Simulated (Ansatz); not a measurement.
`N=CC(F)F`, charge 0, multiplicity 1.

Question: Give a relaxed structure at PBE0-D4/def2-TZVP (the Gaussian-basis code of Ansatz). (Best estimate.)

Answer: The calculation gave: 
```xyz
8

N     0.1679    1.4215    0.6148
C     0.4810    0.2900    0.1614
C    -0.6043   -0.6305   -0.3158
F    -0.3860   -0.9429   -1.6178
F    -0.5510   -1.7885    0.3891
H     0.9917    1.9478    0.9044
H     1.4980   -0.1102    0.0745
H    -1.5972   -0.1873   -0.2107
```
Point group Cs.
